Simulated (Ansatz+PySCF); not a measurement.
Values are calculated unless marked as measured or tabulated.
A run of PySCF 2.14.0 on singlet BNS at this shape:

```yaml
atoms:
  - { symbol: N, position_ang: [1.4417, 0.0000, 1.0095] }
  - { symbol: S, position_ang: [0.0000, 0.0000, 0.0000] }
  - { symbol: B, position_ang: [-1.5482, 0.0000, 1.0841] }
```

Its results:

- Converged: yes
- Reference energy: -470.99477 hartree
- CCSD correlation energy: -0.16828 hartree
- Triples correction: -0.03280 hartree
- Total energy: -471.19585 hartree
- Spin squared of the determinant: 0.000

**Question.** Which input gives this output? Name the method, the orbitals and the basis set, and write the input.

**Answer.** RHF-CCSD(T) in STO-3G. An unrestricted run that stays on the closed shell gives the same numbers.

```python
from pyscf import gto, scf, cc

mol = gto.M(atom="""
N 1.441710 0.000000 1.009490
S 0.000000 0.000000 0.000000
B -1.548200 0.000000 1.084060
""", basis='sto-3g', charge=0, spin=0)
mf = scf.RHF(mol)
mf.kernel()
mycc = cc.CCSD(mf, frozen=7).run()
et = mycc.ccsd_t()
print(mf.e_tot, mycc.e_corr, et, mycc.e_tot + et)
```

The reference isn't the lowest determinant (another lies 0.65 eV lower), but the same method gives a higher total on the lower determinant. Caution: large amplitudes, a single reference is doubtful; an unrestricted determinant lies well below.
